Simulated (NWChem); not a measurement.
Molecule: methanol (CH4O); SMILES CO

Program: NWChem. Geometry: optimised at PBE0/def2-SVP. Ions are spin-unrestricted doublets at the neutral geometry; other ion states weren't tried.

Question: Order these by “−ε(HOMO) (eV)”, lowest first: PBE/cc-pVTZ; PBE/cc-pVDZ; PBE/aug-cc-pVTZ.

Answer: PBE/cc-pVDZ (5.68), PBE/cc-pVTZ (6.08), PBE/aug-cc-pVTZ (6.31)
